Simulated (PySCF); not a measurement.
**Run times of cluster calculations**

Single jobs in PySCF with density fitting, those on clusters of several parts including the runs of the parts alone, on shared hosts, each launched as `OMP_NUM_THREADS=1 python cluster_run.py task.json out`; times are rough.

| system (of a reaction: its main species) | parts or species | job | basis functions | threads × CPU | wall time | peak memory (GiB) |
| --- | --- | --- | --- | --- | --- | --- |
| NaCl and 3 × hydrogen fluoride | 4 | interaction energy with counterpoise and decomposition, wB97M-D3(BJ)/def2-TZVPD | 228 | 1 × Arm Neoverse N1 | 92 s | 0.69 |
| hydrogen chloride and 3 × hydrogen fluoride | 4 | NMR shieldings, PBE0/pcSseg-2, charges and field gradients | 207 | 1 × Arm Neoverse N1 | 31 s | 0.74 |
| SiH4NClF(+) | 4 | reaction energy, PBE0-D3(BJ)/def2-TZVPD | 202 | 1 × Arm Neoverse N1 | 23 s | 0.63 |
| Ga+ and water | 2 | excited states, CAM-B3LYP/def2-TZVPD, 6 singlets, 2 triplets, polarisability | 112 | 1 × Arm Neoverse N1 | 8.5 s | 0.47 |
| CH11N2Si3 | 1 | EPR g and hyperfine tensors, B3LYP/IGLO-III on C N Si, pcH-1 on H | 347 | 1 × Arm Neoverse N1 | 3.3 min | 1.5 |

```tsv
system (of a reaction: its main species)	parts or species	job	basis functions	threads × CPU
2 × LiF	2	core levels, SCAN, 2 core holes	77	1 × Arm Neoverse N1
borane and arsine	2	CCSD(T) and MP2 interaction energies, CCSD(T) in aug-cc-pVDZ, MP2 up to aug-cc-pVQZ	449	1 × Arm Neoverse N1
fluoride and 2 × ammonia	3	spin-spin couplings, B3LYP/aug-pcJ-1	192	1 × Arm Neoverse N1
```

(1) Estimate wall time and peak memory of the jobs in the second table.

Answers

(1) 2 × LiF, core levels: 5.3 s, 0.4 GiB; borane and arsine, CCSD(T) and MP2 interaction energies: 4.8 min, 1.6 GiB; fluoride and 2 × ammonia, spin-spin couplings: 31 s, 0.75 GiB.
